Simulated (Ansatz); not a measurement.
We consider diamond-structure Si, described by LDA in Ansatz (plane waves, PAW).

A relaxed, unreconstructed slab of the (111) face has 12 atoms, two equal faces of 12.635 Å² each and an energy of -7301.0407 eV. A bulk cell of 6 atoms with the same orientation and in-plane k mesh has -3651.8923 eV. Energies are extrapolated to zero smearing.

Numerical settings: plane-wave cutoff 500 eV, 12×12×1 k mesh (along the axes of the cell as run), gaussian smearing 0.02 eV, scalar-relativistic PAW data made under PBE.

Worked out: γ = (E_slab − N E_bulk per atom)/2A = [-7301.0407 − 12 × (-3651.8923/6)]/(2 × 12.635) = 0.1086 eV/Å². With 16.022 J/m² per eV/Å² this is 1.74 J/m², or 1.37 eV per surface cell and face.

Ansatz is a quantum-chemistry and plane-wave program.
